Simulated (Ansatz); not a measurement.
Basis-set extrapolation for carbon dioxide, CO$_{2}$ (PBE0-D4/def2-TZVP geometry, frozen core, Ansatz). Multiplicity 1, RHF reference.

```csv
,cc-pV(T+d)Z,cc-pV(Q+d)Z
HF,-187.707912,-187.722397
MP2 correlation,-0.599824,-0.645279
CCSD(T) correlation,-0.618943,-0.662030
```

Energies in hartree. Use E(X) = E(∞) + A·exp(−5.46·√X) for Hartree–Fock and E(X) = E(∞) + B·X^(−3.05) for correlation, with X = 3 and 4.

Task: What is the CCSD(T) energy at the basis-set limit?

Result: HF limit: -187.722397 + (-0.014485) × 0.30130 = -187.72676. Correlation limit: -0.662030 + (-0.043087) × 0.71189 = -0.69270. Total: -188.41946 hartree, 2.52 eV below CCSD(T)/cc-pV(T+d)Z.
